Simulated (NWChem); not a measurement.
# CCSD(T)/cc-pVTZ run of LiCl (SMILES [Li][Cl])

Aim: the vertical singlet–triplet gap of LiCl at CCSD(T)/cc-pVTZ, from 2 runs. 

Program for the calculation: NWChem 7.3.0.

7 further runs of the same task are left out: 3 that didn't finish, 4 set aside as unsound or not needed. Runs told in other sessions of the task aren't counted.

## Step 1: The structure to begin with

The species is LiCl (2 atoms), meant as a singlet with charge 0. As SMILES, `[Li][Cl]`. The shape is that of a PBE0-D4/def2-TZVP optimisation.

Bond lengths: Li1–Cl2 2.014 Å.

## Step 2: A single-point energy at CCSD(T)/cc-pVTZ

Input file job.nw:

```
start job
title "ClLi"
memory stack 880 mb heap 220 mb global 1100 mb

geometry units angstroms noautosym nocenter noautoz
Li    0.857060   -0.306110    0.430800
Cl   -0.857060    0.306110   -0.430800
end

basis spherical bse
* library cc-pVTZ
end

scf
thresh 1e-08
maxiter 80
end

ccsd
freeze core 5
maxiter 60
end

task ccsd(t) energy
```

The run is started by

```
$ nwchem job.nw > job.out
```

What it wrote, cut to the lines that bear on the results:

```text
[...]
  functions       =    64
[...]
  wavefunction    = RHF
[...]
         Total SCF energy =   -467.051069903332
      One-electron energy =   -673.792000704878
      Two-electron energy =    193.339356563703
 Nuclear repulsion energy =     13.401574237842
        Time for solution =     24.0s
[...]
 Total MP2 energy:           -467.264850065710391
[...]
             energy      energy      error      ampl     ampl      Block
                                                time     time      time
[...]
 Total CCSD energy:           -467.283030819094847
[...]
 Total CCSD+T(CCSD) energy:           -467.291377225148437
[...]
 Total CCSD(T) energy:                -467.291327555555654
[...]
```

It took 78 s on 1 thread of Intel Xeon Platinum 8259CL at 2.50GHz (Skylake/Cascade Lake), shared host; peak memory 0.12 GiB.

## Step 3: The triplet at the same level

Input file calc.nw:

```
START calc
TITLE "ClLi"
memory total 2200 mb
charge 0

GEOMETRY noautosym nocenter noautoz
   Li     0.857060    -0.306110     0.430800
   Cl    -0.857060     0.306110    -0.430800
END

BASIS spherical bse
   * library cc-pVTZ
END

SCF
   triplet
   uhf
   thresh 1e-08
   maxiter 80
END

TCE
   scf
   ccsd(t)
   freeze core 5
   maxiter 60
END

TASK tce energy
```

The run is started by

```
$ nwchem calc.nw > calc.out
```

What it wrote, cut to the lines that bear on the results:

```text
[...]
  functions       =    64
[...]
  wavefunction    = UHF
[...]
         Total SCF energy =   -466.893789482134
      One electron energy =   -670.020177694953
      Two electron energy =    189.724813974977
 Nuclear repulsion energy =     13.401574237842
                       Sz =      1.0000
                 Sz(Sz+1) =      2.0000
                      S^2 =      2.0094
[...]
         Wavefunction type : Unrestricted Hartree-Fock
          No. of electrons :    20
[...]
         Spin multiplicity : triplet
[...]
 CCSD total energy / hartree       =      -467.093888197198453
[...]
 CCSD[T] total energy / hartree       =      -467.100102922991994
[...]
 CCSD(T) total energy / hartree       =      -467.100016610495004
[...]
```

Run time: 65 s. Hardware: 1 thread of Intel Xeon Platinum 8259CL at 2.50GHz (Skylake/Cascade Lake), shared host; peak memory 0.51 GiB.

## Step 4: Results

At CCSD(T)/cc-pVTZ, 5 core orbitals frozen:

```
                                                           quantity          value
                                              singlet: total energy  -467.29133 Eh
                       singlet: HOMO energy (Hartree–Fock orbitals)      -10.32 eV
                       singlet: LUMO energy (Hartree–Fock orbitals)       -0.26 eV
                     singlet: HOMO–LUMO gap (Hartree–Fock orbitals)       10.05 eV
               singlet: correlation energy (5 core orbitals frozen)     -240.3 mEh
                                            singlet: (T) correction      -8.30 mEh
                                              triplet: total energy  -467.10002 Eh
triplet: HOMO energy (Hartree–Fock orbitals) (highest over α and β)       -4.60 eV
 triplet: LUMO energy (Hartree–Fock orbitals) (lowest over α and β)       -3.02 eV
               triplet: correlation energy (5 core orbitals frozen)     -206.2 mEh
                                            triplet: (T) correction      -6.13 mEh
                         triplet: ⟨S²⟩ of the reference determinant          2.009
                   vertical energy of the triplet above the singlet       5.206 eV
```

In words: At this shape the triplet lies 5.21 eV (120 kcal/mol) above the singlet. The triples (singlet) make up 3.5 % of the correlation energy. The triples (triplet) make up 3.0 % of the correlation energy.
